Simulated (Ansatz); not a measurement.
```yaml
crystal:
  periodic: [false, false, false]
  atoms:
    - {symbol: Zn, position_ang: [0.000000, 0.000000, 0.000000]}
    - {symbol: N, position_ang: [0.000000, 0.000000, 1.930000]}
basis:
  gaussian: {orbitals: def2-TZVP}
total_charge: 1
magnetization: {spin_polarized: true, initial_magnetization: 2}
hamiltonian: {xc: pbe0}
relax: {f_tol: 0.004, max_steps: 80}
```

```sh
$ ansatz run in.yaml --threads 1 --pin off --events-out ev --progress --plain --max-ram 2176MiB
```

Steps of the relaxation (energy above the last step; positions in Å, forces in eV/Å):

```
2
step 1, 4.2 meV
Zn    0.000    0.000    0.000    0.000    0.000   -0.286
N     0.000    0.000    1.930    0.000    0.000    0.286
```

```
2
step 2, 1.7 meV
Zn    0.000    0.000   -0.005    0.000    0.000   -0.179
N     0.000    0.000    1.935    0.000    0.000    0.179
```

```
2
step 3, 0.0 meV
Zn    0.000    0.000   -0.014    0.000    0.000   -0.011
N     0.000    0.000    1.944    0.000    0.000    0.011
```

```
2
step 5, 0.0 meV
Zn    0.000    0.000   -0.015    0.000    0.000    0.000
N     0.000    0.000    1.945    0.000    0.000    0.000
```

Close pairs at the end: Zn1–N2 1.960 Å.

A stationary point of unrestricted PBE0 after 5 steps, with ⟨S²⟩ = 2.210 against 2.00 for a pure state. 22 s on 1 thread of Intel Xeon Platinum 8259CL, shared host.
